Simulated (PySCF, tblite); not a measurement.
# 1,1,2-trifluoroethane (C2H3F3): a rotation path, then NMR shifts and spin-spin couplings on frames

How do NMR shifts and spin-spin couplings of 1,1,2-trifluoroethane (C2H3F3) (`FCC(F)F`) change as the atoms move?

The runs use tblite 0.8.0 and PySCF 2.14.0, with density-fitted response routines of our own; the level of theory stands in each step. All values are computed, except where a source is named. Atoms count from 0, in the outputs and in this text.

## Step 1: The molecule as given

8 atoms, charge 0, multiplicity 1; geometry from: GFN2-xTB.

Bonds of the start (Å): F0–C1 1.36, C1–C2 1.53, C2–F3 1.35, C2–F4 1.35, C1–H5 1.09, C1–H6 1.09, C2–H7 1.10.

## Step 2: The rotation path with GFN2-xTB

Job settings and geometry (Å):

```
{"job": {"kind": "neb", "xc": "GFN2-xTB", "basis": "xTB", "atoms": [0, 1, 2, 4], "turn": 120}, "charge": 0, "multiplicity": 1}
F      1.361280    -0.959935     0.642053
C      0.765125     0.142014     0.101141
C     -0.730417    -0.117687    -0.083834
F     -1.424178     1.030491     0.090210
F     -1.005693    -0.538744    -1.337142
H      1.245863     0.346414    -0.860502
H      0.908466     0.974597     0.797213
H     -1.111389    -0.867737     0.626295
```

Method: GFN2-xTB climbing-image nudged elastic band, gas phase.

On the command line:

```sh
$ OMP_NUM_THREADS=1 python probes_run.py task.json out
```

This one command runs all jobs of the session in turn.

Standard output:

```text
image   E - E0 / eV
  0       0.0000
  1       0.0143
  2       0.0601
  3       0.1283
  4       0.1882
  5       0.2105
  6       0.1914
  7       0.1573
  8       0.1435
```

Wall time 0.73 s (1 thread of Arm Neoverse V2, shared host); peak memory 0.18 GiB.

The final band, with the dihedral F0–C1–C2–F4:

| image | dihedral (°) | energy (eV) | energy (kcal/mol) |
| --- | --- | --- | --- |
| 0 | -95 | 0.000 | 0.0 |
| 1 | -74 | 0.014 | 0.3 |
| 2 | -55 | 0.060 | 1.4 |
| 3 | -35 | 0.128 | 3.0 |
| 4 | -16 | 0.188 | 4.3 |
| 5 | 4 | 0.211 | 4.9 |
| 6 | 23 | 0.191 | 4.4 |
| 7 | 43 | 0.157 | 3.6 |
| 8 | 60 | 0.143 | 3.3 |

## Step 3: NMR shieldings: image 0, PBE0/pcSseg-1

Job settings and geometry (Å):

```
{"job": {"kind": "nmr", "xc": "PBE0", "basis": "pcSseg-1", "pop": false}, "charge": 0, "multiplicity": 1}
F      1.361300    -0.959900     0.642100
C      0.765100     0.142000     0.101100
C     -0.730400    -0.117700    -0.083800
F     -1.424200     1.030500     0.090200
F     -1.005700    -0.538700    -1.337100
H      1.245900     0.346400    -0.860500
H      0.908500     0.974600     0.797200
H     -1.111400    -0.867700     0.626300
```

Method: GIAO PBE0/pcSseg-1 NMR shielding, non-relativistic, gas phase.

Standard output:

```text
coarse grid: 7296 points
cycle   1  E = -376.9857208525  dE =  5.826e-01  |g| = 7.627e-01  |ddm| = 2.254e+00
cycle   2  E = -376.8868063083  dE =  9.891e-02  |g| = 1.130e+00  |ddm| = 9.053e-01
cycle   3  E = -377.0772955824  dE = -1.905e-01  |g| = 3.758e-02  |ddm| = 5.559e-01
cycle   4  E = -377.0774976869  dE = -2.021e-04  |g| = 1.669e-02  |ddm| = 2.833e-02
cycle   5  E = -377.0775476494  dE = -4.996e-05  |g| = 5.991e-03  |ddm| = 1.240e-02
cycle   6  E = -377.0775532541  dE = -5.605e-06  |g| = 1.558e-03  |ddm| = 3.384e-03
final grid: 73344 points
cycle   7  E = -377.1269107046  dE = -3.347e-05  |g| = 6.543e-03  |ddm| = 1.455e-02
cycle   8  E = -377.1269042769  dE =  6.428e-06  |g| = 9.343e-03  |ddm| = 8.322e-03
cycle   9  E = -377.1269188221  dE = -1.455e-05  |g| = 6.066e-04  |ddm| = 4.504e-03
cycle  10  E = -377.1269188874  dE = -6.530e-08  |g| = 1.621e-04  |ddm| = 5.449e-04
cycle  11  E = -377.1269188917  dE = -4.313e-09  |g| = 3.599e-05  |ddm| = 1.070e-04
cycle  12  E = -377.1269188919  dE = -1.419e-10  |g| = 1.797e-05  |ddm| = 2.736e-05
converged SCF energy = -377.1269188919

GIAO shielding tensors (ppm)
atom      isotropic    diamagn.    paramagn.     s11        s22        s33       span
  0 F      432.437     470.718     -38.281    394.434    417.616    485.260     90.826
  1 C       97.296     243.850    -146.554     73.162     81.462    137.264     64.102
  2 C       63.247     239.040    -175.793     50.291     65.916     73.533     23.242
  3 F      314.959     471.789    -156.830    204.185    329.555    411.137    206.952
  4 F      307.386     472.001    -164.615    216.574    337.840    367.744    151.171
  5 H       26.642      27.931      -1.289     23.610     26.893     29.424      5.814
  6 H       26.778      28.276      -1.499     22.949     27.515     29.869      6.920
  7 H       25.289      27.530      -2.241     23.412     24.775     27.681      4.269
```

Wall time 3.6 s (1 thread of Arm Neoverse V2, shared host); peak memory 0.45 GiB.

Shifts follow as δ = σ(reference) − σ, with reference shieldings (ppm) from runs at the same level and on the same kind of geometry: ¹H TMS 31.72, ¹³C TMS 186.9, ¹⁹F CFCl3 170.9. The references are single molecules in the gas phase, so shifts against H2O, NH3, PH3, H3PO4 or CFCl3 are not on the usual liquid scales and can be off by tens of ppm. Each atom is listed at this fixed geometry, with no averaging over motion; a spectrum would average atoms that exchange fast.

| atoms | environment | σ (ppm) | δ (ppm) |
| --- | --- | --- | --- |
| C2 | sp3 CH bonded to 2 F | 63.2 | 123.7 |
| C1 | sp3 CH2 bonded to F | 97.3 | 89.6 |
| H7 | hydrogen on an sp3 CH bonded to 2 F | 25.29 | 6.43 |
| H5 | hydrogen on an sp3 CH2 bonded to F | 26.64 | 5.07 |
| H6 | hydrogen on an sp3 CH2 bonded to F | 26.78 | 4.94 |
| F4 | fluorine of a CF2 group | 307.4 | -136.4 |
| F3 | fluorine of a CF2 group | 315.0 | -144.0 |
| F0 | fluorine on an sp3 carbon | 432.4 | -261.5 |

## Step 4: Spin-spin couplings: image 0, B3LYP/pcJ-1

Settings changed since step 3:

```diff
@@ -1,2 +1,2 @@
-{"job": {"kind": "nmr", "xc": "PBE0", "basis": "pcSseg-1", "pop": false}, "charge": 0, "multiplicity": 1}
+{"job": {"kind": "j", "xc": "B3LYP", "basis": "pcJ-1"}, "charge": 0, "multiplicity": 1}
 F      1.361300    -0.959900     0.642100
```

Level: B3LYP/pcJ-1 indirect spin-spin coupling, non-relativistic, gas phase.

Standard output:

```text
coarse grid: 7296 points
cycle   1  E = -377.3952139197  dE =  5.432e-01  |g| = 8.118e-01  |ddm| = 2.138e+00
cycle   2  E = -377.2550404687  dE =  1.402e-01  |g| = 1.291e+00  |ddm| = 1.000e+00
cycle   3  E = -377.4927781758  dE = -2.377e-01  |g| = 4.716e-02  |ddm| = 6.269e-01
cycle   4  E = -377.4930645411  dE = -2.864e-04  |g| = 2.431e-02  |ddm| = 3.741e-02
cycle   5  E = -377.4931744940  dE = -1.100e-04  |g| = 7.522e-03  |ddm| = 1.671e-02
cycle   6  E = -377.4931823877  dE = -7.894e-06  |g| = 2.342e-03  |ddm| = 4.134e-03
final grid: 73344 points
cycle   7  E = -377.5394165316  dE = -1.432e-04  |g| = 7.120e-03  |ddm| = 1.167e-02
cycle   8  E = -377.5394067813  dE =  9.750e-06  |g| = 1.082e-02  |ddm| = 8.074e-03
cycle   9  E = -377.5394235568  dE = -1.678e-05  |g| = 2.955e-04  |ddm| = 4.973e-03
cycle  10  E = -377.5394235644  dE = -7.655e-09  |g| = 1.647e-04  |ddm| = 2.769e-04
cycle  11  E = -377.5394235691  dE = -4.682e-09  |g| = 4.938e-05  |ddm| = 1.186e-04
cycle  12  E = -377.5394235694  dE = -2.944e-10  |g| = 1.377e-05  |ddm| = 2.780e-05
converged SCF energy = -377.5394235694

Indirect spin-spin couplings (Hz)
  i      j    bonds     total        FC       PSO       DSO        SD
  0 F    1 C    1   -231.163  -281.484    27.619     0.728    21.975
  0 F    2 C    2     33.624    36.364    -3.231     0.162     0.330
  0 F    3 F    3    -27.111   -13.146   -26.036    -1.392    13.463
  0 F    4 F    3    -12.999     2.055    -9.674    -0.710    -4.669
  0 F    5 H    2     53.560    47.596    10.661    -1.204    -3.493
  0 F    6 H    2     52.977    47.246    10.485    -1.227    -3.527
  0 F    7 H    3     13.704    13.356     0.397     0.501    -0.550
  1 C    2 C    1     56.372    55.998    -1.297     0.347     1.324
  1 C    3 F    2     34.611    38.930    -4.614     0.057     0.238
  1 C    4 F    2     29.682    28.680    -0.713     0.028     1.688
  1 C    5 H    1    158.268   157.447    -0.533     1.123     0.230
  1 C    6 H    1    156.290   155.443    -0.477     1.113     0.211
  1 C    7 H    2      2.475     2.528    -0.065    -0.027     0.039
  2 C    3 F    1   -298.759  -302.162   -11.690     1.008    14.085
  2 C    4 F    1   -307.739  -306.971   -14.946     1.016    13.162
  2 C    5 H    2     -4.686    -4.794    -0.071     0.093     0.086
  2 C    6 H    2      0.013    -0.069    -0.141     0.128     0.094
  2 C    7 H    1    189.975   189.300    -1.159     1.508     0.327
  3 F    4 F    2    266.810    64.826   114.460    -0.683    88.207
  3 F    5 H    3     -0.318     0.122     0.636    -0.943    -0.133
  3 F    6 H    3      8.409     8.554     0.149     0.516    -0.810
  3 F    7 H    2     57.788    60.609     1.625    -1.004    -3.442
  4 F    5 H    3     20.084    20.429    -0.257     0.488    -0.577
  4 F    6 H    3     26.358    27.222     1.270    -1.976    -0.158
  4 F    7 H    2     62.572    65.496     1.500    -0.971    -3.453
  5 H    6 H    2    -10.755   -11.140     2.181    -2.100     0.304
  5 H    7 H    3      5.612     5.714     2.526    -2.632     0.004
  6 H    7 H    3     -0.252    -0.219     1.171    -1.213     0.009
```

Wall time 15 s (1 thread of Arm Neoverse V2, shared host); peak memory 0.71 GiB.

Couplings of 1 Hz or more, nine at most for each number of bonds (isotopes 13C, 19F, 1H):

| pair | bonds | J (Hz) | Fermi contact (Hz) | dihedral (°) |
| --- | --- | --- | --- | --- |
| C2–F4 | 1 | -307.7 | -307.0 | – |
| C2–F3 | 1 | -298.8 | -302.2 | – |
| F0–C1 | 1 | -231.2 | -281.5 | – |
| C2–H7 | 1 | 190.0 | 189.3 | – |
| C1–H5 | 1 | 158.3 | 157.4 | – |
| C1–H6 | 1 | 156.3 | 155.4 | – |
| C1–C2 | 1 | 56.4 | 56.0 | – |
| F3–F4 | 2 | 266.8 | 64.8 | – |
| F4–H7 | 2 | 62.6 | 65.5 | – |
| F3–H7 | 2 | 57.8 | 60.6 | – |
| F0–H5 | 2 | 53.6 | 47.6 | – |
| F0–H6 | 2 | 53.0 | 47.2 | – |
| C1–F3 | 2 | 34.6 | 38.9 | – |
| F0–C2 | 2 | 33.6 | 36.4 | – |
| C1–F4 | 2 | 29.7 | 28.7 | – |
| H5–H6 | 2 | -10.8 | -11.1 | – |
| F0–F3 | 3 | -27.1 | -13.1 | 147 |
| F4–H6 | 3 | 26.4 | 27.2 | 147 |
| F4–H5 | 3 | 20.1 | 20.4 | 24 |
| F0–H7 | 3 | 13.7 | 13.4 | 26 |
| F0–F4 | 3 | -13.0 | 2.1 | -95 |
| F3–H6 | 3 | 8.4 | 8.6 | 29 |
| H5–H7 | 3 | 5.6 | 5.7 | 145 |

## Step 5: Nuclear shieldings: image 2, PBE0/pcSseg-1

Job settings and geometry (Å):

```
{"job": {"kind": "nmr", "xc": "PBE0", "basis": "pcSseg-1", "pop": false}, "charge": 0, "multiplicity": 1}
F      1.424600    -1.036200     0.200900
C      0.760800     0.151100     0.130000
C     -0.737000    -0.106500    -0.065800
F     -1.359100     1.069400    -0.314000
F     -0.954700    -0.894300    -1.136500
H      1.160500     0.715700    -0.719200
H      0.928700     0.682000     1.071300
H     -1.214900    -0.571700     0.808800
```

With the program's defaults for keys left out, this is: GIAO PBE0/pcSseg-1 NMR shielding, non-relativistic, gas phase.

Standard output:

```text
coarse grid: 7296 points
cycle   1  E = -376.9873817474  dE =  5.850e-01  |g| = 7.582e-01  |ddm| = 2.255e+00
cycle   2  E = -376.8894714012  dE =  9.791e-02  |g| = 1.124e+00  |ddm| = 9.142e-01
cycle   3  E = -377.0781181344  dE = -1.886e-01  |g| = 3.917e-02  |ddm| = 5.621e-01
cycle   4  E = -377.0783291292  dE = -2.110e-04  |g| = 1.833e-02  |ddm| = 2.938e-02
cycle   5  E = -377.0783857234  dE = -5.659e-05  |g| = 6.661e-03  |ddm| = 1.333e-02
cycle   6  E = -377.0783921431  dE = -6.420e-06  |g| = 1.695e-03  |ddm| = 3.765e-03
final grid: 73344 points
cycle   7  E = -377.1277521166  dE = -3.311e-05  |g| = 6.511e-03  |ddm| = 1.473e-02
cycle   8  E = -377.1277456869  dE =  6.430e-06  |g| = 9.327e-03  |ddm| = 8.270e-03
cycle   9  E = -377.1277600409  dE = -1.435e-05  |g| = 5.935e-04  |ddm| = 4.507e-03
cycle  10  E = -377.1277601038  dE = -6.294e-08  |g| = 1.637e-04  |ddm| = 5.503e-04
cycle  11  E = -377.1277601081  dE = -4.319e-09  |g| = 4.378e-05  |ddm| = 1.104e-04
cycle  12  E = -377.1277601083  dE = -2.201e-10  |g| = 1.792e-05  |ddm| = 3.001e-05
converged SCF energy = -377.1277601083

GIAO shielding tensors (ppm)
atom      isotropic    diamagn.    paramagn.     s11        s22        s33       span
  0 F      440.435     470.409     -29.974    404.141    440.691    476.472     72.330
  1 C      102.205     243.502    -141.297     75.510     82.687    148.417     72.907
  2 C       68.397     239.345    -170.948     51.430     69.529     84.231     32.802
  3 F      324.886     471.878    -146.991    227.876    343.588    403.195    175.319
  4 F      316.082     471.810    -155.728    219.518    339.196    389.533    170.016
  5 H       26.937      27.863      -0.926     23.487     26.922     30.402      6.914
  6 H       26.968      28.248      -1.280     23.317     27.170     30.418      7.101
  7 H       25.405      27.513      -2.108     23.058     24.228     28.930      5.871
```

It took 3.4 s on 1 thread of Arm Neoverse V2, shared host; peak memory 0.47 GiB.

In short: δ C2 118.5, C1 84.7, F4 -145.1, F3 -153.9, H7 6.31, H5 4.78 ppm.

## Step 6: Indirect couplings: image 2, B3LYP/pcJ-1

Settings changed since step 5:

```diff
@@ -1,2 +1,2 @@
-{"job": {"kind": "nmr", "xc": "PBE0", "basis": "pcSseg-1", "pop": false}, "charge": 0, "multiplicity": 1}
+{"job": {"kind": "j", "xc": "B3LYP", "basis": "pcJ-1"}, "charge": 0, "multiplicity": 1}
 F      1.424600    -1.036200     0.200900
```

Method: B3LYP/pcJ-1 indirect spin-spin coupling, non-relativistic, gas phase.

Standard output:

```text
coarse grid: 7296 points
cycle   1  E = -377.3966407153  dE =  5.458e-01  |g| = 8.073e-01  |ddm| = 2.141e+00
cycle   2  E = -377.2576045821  dE =  1.390e-01  |g| = 1.285e+00  |ddm| = 1.024e+00
cycle   3  E = -377.4934334801  dE = -2.358e-01  |g| = 4.874e-02  |ddm| = 6.434e-01
cycle   4  E = -377.4937290083  dE = -2.955e-04  |g| = 2.607e-02  |ddm| = 3.851e-02
cycle   5  E = -377.4938480360  dE = -1.190e-04  |g| = 8.332e-03  |ddm| = 1.767e-02
cycle   6  E = -377.4938571598  dE = -9.124e-06  |g| = 2.507e-03  |ddm| = 4.654e-03
final grid: 73344 points
cycle   7  E = -377.5401827976  dE = -1.430e-04  |g| = 7.121e-03  |ddm| = 1.146e-02
cycle   8  E = -377.5401730596  dE =  9.738e-06  |g| = 1.083e-02  |ddm| = 8.236e-03
cycle   9  E = -377.5401897288  dE = -1.667e-05  |g| = 3.192e-04  |ddm| = 5.109e-03
cycle  10  E = -377.5401897376  dE = -8.763e-09  |g| = 1.976e-04  |ddm| = 3.173e-04
cycle  11  E = -377.5401897439  dE = -6.326e-09  |g| = 5.248e-05  |ddm| = 1.296e-04
cycle  12  E = -377.5401897442  dE = -3.319e-10  |g| = 1.322e-05  |ddm| = 2.977e-05
converged SCF energy = -377.5401897442

Indirect spin-spin couplings (Hz)
  i      j    bonds     total        FC       PSO       DSO        SD
  0 F    1 C    1   -236.485  -284.759    26.095     0.744    21.435
  0 F    2 C    2     22.006    26.876    -5.315     0.146     0.299
  0 F    3 F    3    -41.890   -28.253   -28.294    -1.578    16.235
  0 F    4 F    3    -20.757    -2.921   -17.757    -0.047    -0.032
  0 F    5 H    2     53.061    47.002    10.634    -1.183    -3.392
  0 F    6 H    2     51.483    45.075    11.107    -1.240    -3.459
  0 F    7 H    3      0.692     0.022     1.336    -0.317    -0.350
  1 C    2 C    1     54.294    53.511    -0.948     0.347     1.384
  1 C    3 F    2     35.023    39.698    -4.430     0.074    -0.320
  1 C    4 F    2     23.161    21.055    -0.116     0.014     2.208
  1 C    5 H    1    159.568   158.735    -0.526     1.133     0.226
  1 C    6 H    1    155.506   154.637    -0.427     1.093     0.203
  1 C    7 H    2      5.696     5.781    -0.077    -0.026     0.018
  2 C    3 F    1   -296.320  -300.488   -11.130     1.008    14.290
  2 C    4 F    1   -313.093  -309.373   -17.251     1.034    12.498
  2 C    5 H    2     -6.188    -6.309    -0.045     0.105     0.060
  2 C    6 H    2      4.197     4.158    -0.173     0.146     0.066
  2 C    7 H    1    189.670   188.972    -1.097     1.490     0.305
  3 F    4 F    2    292.250    61.307   139.936    -0.683    91.690
  3 F    5 H    3      5.277     5.866    -0.122     0.096    -0.563
  3 F    6 H    3     -1.585    -2.305     1.452    -0.288    -0.443
  3 F    7 H    2     59.640    62.267     1.905    -1.033    -3.499
  4 F    5 H    3      9.745     9.065     1.094    -0.244    -0.170
  4 F    6 H    3     30.346    31.468     1.252    -2.179    -0.196
  4 F    7 H    2     63.686    67.027     1.084    -0.982    -3.442
  5 H    6 H    2     -9.486    -9.861     2.225    -2.148     0.299
  5 H    7 H    3      9.230     9.314     2.731    -2.841     0.025
  6 H    7 H    3      2.725     2.556    -0.006     0.048     0.127
```

It took 15 s on 1 thread of Arm Neoverse V2, shared host; peak memory 0.71 GiB.

Key values: J(C2,F3) -304.7 Hz, J(F3,F4) 292.2 Hz, J(F0,C1) -236.5 Hz (means over like pairs).

## Step 7: Shielding tensors: image 5, PBE0/pcSseg-1

Job settings and geometry (Å):

```
{"job": {"kind": "nmr", "xc": "PBE0", "basis": "pcSseg-1", "pop": false}, "charge": 0, "multiplicity": 1}
F      1.488800    -0.859600    -0.396100
C      0.761900     0.142300     0.168600
C     -0.748000    -0.080800    -0.063700
F     -1.253700     0.898000    -0.852200
F     -0.978600    -1.244900    -0.693000
H      1.071500     1.083500    -0.300200
H      0.990500     0.147400     1.237400
H     -1.323300    -0.076500     0.874600
```

Method: GIAO PBE0/pcSseg-1 NMR shielding, non-relativistic, gas phase.

Standard output:

```text
coarse grid: 7296 points
cycle   1  E = -376.9762667449  dE =  5.908e-01  |g| = 7.687e-01  |ddm| = 2.255e+00
cycle   2  E = -376.8683780690  dE =  1.079e-01  |g| = 1.160e+00  |ddm| = 9.882e-01
cycle   3  E = -377.0705934424  dE = -2.022e-01  |g| = 3.900e-02  |ddm| = 6.100e-01
cycle   4  E = -377.0708038714  dE = -2.104e-04  |g| = 1.841e-02  |ddm| = 2.916e-02
cycle   5  E = -377.0708640972  dE = -6.023e-05  |g| = 6.495e-03  |ddm| = 1.334e-02
cycle   6  E = -377.0708706335  dE = -6.536e-06  |g| = 1.512e-03  |ddm| = 3.446e-03
final grid: 73344 points
cycle   7  E = -377.1206183842  dE = -3.401e-05  |g| = 6.529e-03  |ddm| = 1.491e-02
cycle   8  E = -377.1206116647  dE =  6.719e-06  |g| = 9.428e-03  |ddm| = 8.499e-03
cycle   9  E = -377.1206263181  dE = -1.465e-05  |g| = 5.771e-04  |ddm| = 4.669e-03
cycle  10  E = -377.1206263784  dE = -6.024e-08  |g| = 1.675e-04  |ddm| = 5.601e-04
cycle  11  E = -377.1206263831  dE = -4.776e-09  |g| = 2.633e-05  |ddm| = 1.137e-04
cycle  12  E = -377.1206263832  dE = -6.071e-11  |g| = 1.691e-05  |ddm| = 2.108e-05
converged SCF energy = -377.1206263832

GIAO shielding tensors (ppm)
atom      isotropic    diamagn.    paramagn.     s11        s22        s33       span
  0 F      437.920     469.890     -31.970    387.743    430.803    495.214    107.471
  1 C      100.394     243.095    -142.701     75.190     83.872    142.120     66.929
  2 C       69.313     238.333    -169.020     50.179     67.754     90.007     39.828
  3 F      297.686     472.252    -174.565    197.395    338.571    357.094    159.699
  4 F      322.309     470.782    -148.473    220.606    323.620    422.701    202.095
  5 H       26.767      28.021      -1.253     23.340     26.712     30.250      6.911
  6 H       26.815      28.081      -1.267     23.258     26.326     30.860      7.603
  7 H       25.535      27.610      -2.075     22.841     24.315     29.448      6.607
```

Run time: 3.4 s. Hardware: 1 thread of Arm Neoverse V2, shared host; peak memory 0.47 GiB.

In short: δ C2 117.6, C1 86.5, F3 -126.7, F4 -151.4, H7 6.18, H5 4.95 ppm.

## Step 8: Spin-spin couplings: image 5, B3LYP/pcJ-1

Settings changed since step 7:

```diff
@@ -1,2 +1,2 @@
-{"job": {"kind": "nmr", "xc": "PBE0", "basis": "pcSseg-1", "pop": false}, "charge": 0, "multiplicity": 1}
+{"job": {"kind": "j", "xc": "B3LYP", "basis": "pcJ-1"}, "charge": 0, "multiplicity": 1}
 F      1.488800    -0.859600    -0.396100
```

Level: B3LYP/pcJ-1 indirect spin-spin coupling, non-relativistic, gas phase.

Standard output:

```text
coarse grid: 7296 points
cycle   1  E = -377.3853034721  dE =  5.519e-01  |g| = 8.178e-01  |ddm| = 2.140e+00
cycle   2  E = -377.2331619935  dE =  1.521e-01  |g| = 1.325e+00  |ddm| = 1.114e+00
cycle   3  E = -377.4857596288  dE = -2.526e-01  |g| = 4.912e-02  |ddm| = 7.038e-01
cycle   4  E = -377.4860595474  dE = -2.999e-04  |g| = 2.656e-02  |ddm| = 3.856e-02
cycle   5  E = -377.4861877206  dE = -1.282e-04  |g| = 8.228e-03  |ddm| = 1.768e-02
cycle   6  E = -377.4861971828  dE = -9.462e-06  |g| = 2.232e-03  |ddm| = 4.326e-03
final grid: 73344 points
cycle   7  E = -377.5329774996  dE = -1.434e-04  |g| = 7.097e-03  |ddm| = 1.220e-02
cycle   8  E = -377.5329677315  dE =  9.768e-06  |g| = 1.081e-02  |ddm| = 8.499e-03
cycle   9  E = -377.5329843862  dE = -1.665e-05  |g| = 2.950e-04  |ddm| = 5.306e-03
cycle  10  E = -377.5329843969  dE = -1.070e-08  |g| = 1.258e-04  |ddm| = 2.972e-04
cycle  11  E = -377.5329843993  dE = -2.480e-09  |g| = 4.633e-05  |ddm| = 1.030e-04
cycle  12  E = -377.5329843996  dE = -2.691e-10  |g| = 1.299e-05  |ddm| = 2.646e-05
converged SCF energy = -377.5329843996

Indirect spin-spin couplings (Hz)
  i      j    bonds     total        FC       PSO       DSO        SD
  0 F    1 C    1   -245.336  -289.711    22.960     0.758    20.657
  0 F    2 C    2     17.168    18.054    -2.754     0.093     1.775
  0 F    3 F    3    -16.912    -0.985   -16.387    -1.104     1.564
  0 F    4 F    3     12.113    23.041   -16.353     0.356     5.069
  0 F    5 H    2     51.776    46.008    10.462    -1.128    -3.567
  0 F    6 H    2     53.318    47.531    10.657    -1.206    -3.664
  0 F    7 H    3      6.190     6.585     1.494    -1.646    -0.242
  1 C    2 C    1     50.384    49.268    -0.630     0.345     1.402
  1 C    3 F    2     33.030    30.849     0.572     0.047     1.562
  1 C    4 F    2     16.075    17.637    -3.230    -0.012     1.680
  1 C    5 H    1    157.507   156.696    -0.520     1.115     0.217
  1 C    6 H    1    155.287   154.412    -0.387     1.069     0.194
  1 C    7 H    2     12.397    12.476    -0.102     0.007     0.015
  2 C    3 F    1   -302.074  -303.505   -13.222     1.009    13.645
  2 C    4 F    1   -315.308  -309.474   -18.845     1.043    11.967
  2 C    5 H    2     -4.033    -4.236    -0.007     0.120     0.089
  2 C    6 H    2      7.340     7.398    -0.231     0.146     0.027
  2 C    7 H    1    186.316   185.627    -1.040     1.464     0.264
  3 F    4 F    2    281.430    63.173   127.987    -0.646    90.916
  3 F    5 H    3     24.109    24.284     0.018     0.695    -0.888
  3 F    6 H    3     28.263    28.362     1.705    -1.556    -0.249
  3 F    7 H    2     66.709    70.263     1.110    -0.999    -3.664
  4 F    5 H    3      0.631     0.959     1.387    -1.706    -0.010
  4 F    6 H    3      5.913     5.777     1.763    -1.480    -0.146
  4 F    7 H    2     59.512    62.657     1.428    -0.998    -3.576
  5 H    6 H    2    -10.181   -10.559     2.241    -2.180     0.317
  5 H    7 H    3      2.733     2.827     1.802    -1.865    -0.031
  6 H    7 H    3      5.500     5.208    -0.673     0.766     0.199
```

Run time: 16 s. Hardware: 1 thread of Arm Neoverse V2, shared host; peak memory 0.71 GiB.

In short: J(C2,F3) -308.7 Hz, J(F3,F4) 281.4 Hz, J(F0,C1) -245.3 Hz (means over like pairs).

[end of part 1 of 2]
